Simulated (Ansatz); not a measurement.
# NH₂S+ (triplet): from Hartree-Fock to the top rungs, def2-QZVPP

An exercise on one series of results from a longer session: the logs are not shown, and one member is left open.

Computed with Ansatz 0.2.0, Gaussian basis. Level: def2-QZVPP, core rule «outside noble gas», up to 6 orbitals frozen.

To be run: UHF; ROHF; CCSD(T) on UHF.

2 further runs of the same task are left out: 2 set aside as unsound or not needed.

## What is computed

The geometry is a PBE0/def2-TZVP stationary point (not a proven minimum) of the parent state, kept for this charge and spin.

4 atoms, charge 1, spin multiplicity 3.

Atoms are counted from 1 here; the program's logs count them from 0.

Bond lengths: N1–S2 1.625 Å, N1–H3 1.024 Å, S2–H4 1.348 Å. Angles: S2–N1–H3 104.9°, N1–S2–H4 97.5°.

The first run:

Contents of in.yaml:

```yaml
crystal:
  periodic: [false, false, false]
  atoms:
    - {symbol: N, position_ang: [0.000000, -0.187817, 1.099702]}
    - {symbol: S, position_ang: [0.000000, 0.096160, -0.500007]}
    - {symbol: H, position_ang: [0.000000, 0.740397, 1.531227]}
    - {symbol: H, position_ang: [0.000000, -1.189495, -0.906663]}
basis:
  gaussian: {orbitals: "def2-QZVPP.json"}
total_charge: 1
magnetization: {spin_polarized: true, initial_magnetization: 2}
hamiltonian: {xc: hf}
output: {orbitals: {seedname: orbitals}}
```

Launch:

```sh
$ ansatz run in.yaml --threads 1 --pin off --events-out ev --progress --plain --max-ram 2393MiB
```

Among the steps run: UHF; ROHF; CCSD(T) on UHF.

One table of the session follows, with a row left open; its other results are not shown here.

| method | from UCCSD(T) (meV) |
| --- | --- |
| ROHF | +11256.2 |
| UHF | +10797.5 |
| UMP2 | ? |
| UCCSD | +505.3 |
| UCCSD(T) | 0 |

**Question.** Estimate the row for UMP2.

**Answer.** from UCCSD(T) (meV): +1394.9. In the column «from UCCSD(T) (meV)» it lies between UCCSD (+505.3) and UHF (+10797.5).
